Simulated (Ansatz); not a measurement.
# C2H2N radical: geometry and frequencies at several levels

The task here is to estimate one member of a computed series from the others.

Computed with Ansatz 0.2.0 (the levels named in each step, unless a step's input says otherwise).

## The system as given

Bond lengths: C1–C2 1.354 Å, C2–N3 1.163 Å, C1–H4 1.075 Å, C1–H5 1.075 Å. Angles: C1–C2–N3 179.9°, C2–C1–H4 120.3°, C2–C1–H5 120.4°, H4–C1–H5 119.3°.

Coordinates:

```xyz
5

C    -1.2588    0.0345   -0.0031
C     0.0951   -0.0016    0.0000
N     1.2572   -0.0351    0.0032
H    -1.7765    0.9764    0.0284
H    -1.8276   -0.8768   -0.0370
```

The first run:

input.yaml

```yaml
crystal:
  periodic: [false, false, false]
  atoms:
    - { symbol: C, position_ang: [-1.26898863, 0.03511837, -0.00289447] }
    - { symbol: C, position_ang: [0.10670864, -0.00284372, -6.276e-05] }
    - { symbol: "N", position_ang: [1.27097571, -0.03498598, 0.00235672] }
    - { symbol: H, position_ang: [-1.78390328, 0.98455694, 0.02895246] }
    - { symbol: H, position_ang: [-1.83532243, -0.88449561, -0.03699195] }
magnetization:
  spin_polarized: true
  initial_magnetization: 1
basis:
  gaussian: { orbitals: def2-TZVPP }
hamiltonian:
  xc: pbe0
  dispersion: d4
phonons: {}
```

On the command line:

```bash
$ ansatz run input.yaml --threads 2 --pin off --max-ram 5120MiB --backend cpu --events-out ev --progress --plain --runs-dir out
```

Steps of the session up to this table: Frequencies, PBE0-D4/def2-TZVPP; Relaxation, PBE-D4/def2-TZVPP; Frequencies, PBE-D4/def2-TZVPP; Relaxation, r2SCAN-D4/def2-TZVPP; Frequencies, r2SCAN-D4/def2-TZVPP; Relaxation, B3LYP-D4/def2-TZVPP; Frequencies, B3LYP-D4/def2-TZVPP; Relaxation, B2PLYP/def2-TZVPP.

One table of the session follows, with a row left open; its other results are not shown here.

| level | C1–C2 (Å) | C2–N3 (Å) | dipole (D) | highest frequency (cm⁻¹) |
| --- | --- | --- | --- | --- |
| PBE0-D4/def2-TZVPP | 1.3762 | 1.1647 | 3.50 | 3291 |
| PBE-D4/def2-TZVPP | 1.3780 | 1.1796 | 3.38 | 3198 |
| r2SCAN-D4/def2-TZVPP | 1.3756 | 1.1696 | 3.52 | 3268 |
| B3LYP-D4/def2-TZVPP | ? | ? | ? | ? |
| B2PLYP/def2-TZVPP | 1.3864 | 1.1659 | 3.53 | - |

Q: Estimate the row for B3LYP-D4/def2-TZVPP from the others.

**Answer.** C1–C2 (Å): 1.3762; C2–N3 (Å): 1.1659; dipole (D): 3.47; highest frequency (cm⁻¹): 3268.
